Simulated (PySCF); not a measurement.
Indirect couplings

Geometry:
| atom | x (Å) | y (Å) | z (Å) |
| --- | --- | --- | --- |
| C1 | -0.554 | 0.079 | 0.001 |
| N2 | 0.846 | -0.072 | -0.332 |
| H3 | -1.154 | -0.651 | -0.566 |
| H4 | -0.906 | 1.076 | -0.309 |
| H5 | -0.820 | -0.043 | 1.072 |
| H6 | 1.181 | -0.990 | -0.047 |
| H7 | 1.408 | 0.602 | 0.183 |

Method: B3LYP/pcJ-1//PBE0-D3(BJ)/def2-SVP, PySCF 2.14.0 with density-fitted response routines; isolated molecule, single conformer, non-relativistic. Couplings are averaged over pairs made equivalent by symmetry, fast rotation or ring inversion, so a value needn't be that of the named pair in this geometry, while other rotamers aren't included; one pair stands for each set, and the list holds those of at least 0.8 Hz over up to four bonds.

Isotopes: ¹³C, ¹H, ¹⁵N.

```csv
pair,bonds,J (Hz)
"C1, N2",1,-4.4
"C1, H3",1,137.0
"N2, H6",1,-64.1
"C1, H6",2,?
"N2, H3",2,?
"H3, H4",2,-12.6
"H6, H7",2,-10.1
"H3, H6",3,8.4
```

**Question.** Estimate the withheld couplings, with signs.

**Answer.** 
- ²J(C1,H6) = -2.8 Hz (angle at N2 110°)
- ²J(N2,H3) = -2.1 Hz (mean over equivalent pairs that range from -3.5 to 0.4 Hz in this conformer)
